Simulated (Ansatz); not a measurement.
Geometry optimisation, RKS PBE0-D4/cc-pVDZ in Ansatz 0.2.0.

Input file:

```yaml
crystal:
  periodic: [false, false, false]
  atoms:
    - { symbol: Al, position_ang: [0.0, 0.0, 0.0] }
    - { symbol: H, position_ang: [1.0658, 0.0, 1.4006] }
    - { symbol: O, position_ang: [1.9504, 0.0, 0.3409] }
    - { symbol: H, position_ang: [2.2503, -0.9519, 0.186] }
    - { symbol: O, position_ang: [-1.5415, 0.0, -0.89] }
    - { symbol: H, position_ang: [-2.0512, -0.8467, -0.6815] }
basis:
  gaussian: { orbitals: cc-pVDZ }
hamiltonian:
  xc: pbe0
  dispersion: d4
relax:
  f_tol: 0.15
  max_steps: 25
  restrain:
    - { distance: [1, 2], at: 2.21, k: 30.0 }
    - { distance: [0, 1], at: 1.56, k: 30.0 }
    - { distance: [0, 2], at: 1.78, k: 30.0 }
```

Command:

```bash
$ ansatz run input.yaml --threads 1 --pin off --max-ram 2048MiB --backend cpu --events-out ev --progress --plain --runs-dir out
```

Question: Where does it end, and by what steps?

Answer: It converged. The restraints hold the end off the free minimum. After 8 steps the energy has fallen by 2.877 eV (the restraints' own energy left out); O3 moved furthest, 0.80 Å.

```csv
step,energy less start (eV),largest force component (eV/Å),accepted
0,0.0000,1.633,yes
1,-0.5982,1.903,yes
2,-1.5340,1.815,yes
3,-2.5131,1.338,yes
4,-2.6586,1.254,yes
5,-2.7842,1.318,yes
6,-2.8141,1.737,yes
7,-2.8786,1.272,yes
8,-2.8770,1.361,yes
```

```xyz
6
Properties=species:S:1:pos:R:3
Al 0.167 -0.284 0.116
H 0.654 -0.269 1.584
O 1.842 -0.373 -0.353
H 2.372 -0.299 0.448
O -1.227 -0.266 -0.875
H -2.134 -0.308 -0.563
```

Run time: 16 s on 1 thread of Arm Neoverse V1 (shared host), peak memory 0.094 GiB.
